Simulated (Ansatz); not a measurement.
## Worked example: the barrier

An elementary step of CH4FO, doublet (CH₂F ([CH2][F]) + H₂O → CH₃F ([CH3][F]) + OH; bonds formed: H1–C3; bonds broken: H1–O2). “Start” is the structure reached by relaxing down from the saddle towards the reactants; PBE0-D4/def2-TZVP structures. The saddle:

| atom | x (Å) | y (Å) | z (Å) |
| --- | --- | --- | --- |
| H1 | -0.2599 | -0.4234 | -0.1268 |
| O2 | -0.0072 | -1.8181 | -0.1607 |
| C3 | -0.2298 | 0.7409 | -0.0188 |
| F4 | 0.9890 | 1.1058 | 0.4650 |
| H5 | 0.9042 | -1.7767 | 0.1702 |
| H6 | -1.0153 | 1.0150 | 0.6875 |
| H7 | -0.3811 | 1.1563 | -1.0166 |

Computed with Ansatz 0.2.0 (basis: def2-TZVPP and def2-QZVPP); correlated methods freeze the cores; orbitals are unrestricted.

Energies in eV:

| quantity | saddle | start |
| --- | --- | --- |
| Hartree–Fock, triple zeta (X = 3) | -5836.75839 | -5837.69881 |
| Hartree–Fock, quadruple zeta (X = 4) | -5837.03209 | -5837.98459 |
| MP2 correlation, X = 3 | -17.65055 | -17.93948 |
| MP2 correlation, X = 4 | -19.14807 | -19.46265 |
| CCSD(T) correlation, X = 3 | -19.07181 | -19.08884 |

(1) Work out the barrier at the basis limit: extrapolate Hartree–Fock as E(X) = E∞ + A exp(−7.88 √X) and the MP2 correlation as E(X) = E∞ + B X^−2.97 (the exponents that Neese and Valeev fitted for def2-TZVPP and QZVPP), then add CCSD(T) − MP2 in triple zeta.

The T1 diagnostic stays at or below 0.022. ⟨S²⟩ of the unrestricted Hartree–Fock references: 0.75 to 0.77 (a pure state has 0.75).

Results:

(1) Each step is linear, so take the differences first (saddle − start): Hartree–Fock 0.94042 (X = 3) and 0.95250 (X = 4); MP2 correlation 0.28893 and 0.31458; CCSD(T) correlation 0.01703.
Two points give E∞ = E(4) + w [E(4) − E(3)], with w = 1/(exp(7.88 (2 − √3)) − 1) = 0.1377 for Hartree–Fock and w = 1/((4/3)^2.97 − 1) = 0.7407 for the correlation.
Hartree–Fock: 0.95250 + 0.1377 × 0.01208 = 0.9542 eV.
MP2 correlation: 0.31458 + 0.7407 × 0.02565 = 0.3336 eV.
CCSD(T) − MP2: 0.01703 − 0.28893 = -0.2719 eV.
Sum: 0.9542 + 0.3336 + (-0.2719) = 1.0159 eV, or 23.43 kcal/mol. Plain CCSD(T) in triple zeta gives 0.9575 eV, so the larger basis shifts the result by 0.0584 eV.

Labels in which every atom is bracketed show which atoms are joined, not bond orders.

For scale, one of the runs: CCSD(T)/def2-TZVPP, 149 basis functions, launched by `ansatz run in.yaml --threads 2 --pin off --events-out ev --progress --plain --max-ram 4352MiB`. Hardware: 2 CPU threads of an Intel Xeon 6975P-C, shared host. Wall time 40 s; peak host memory 2.7 GiB.
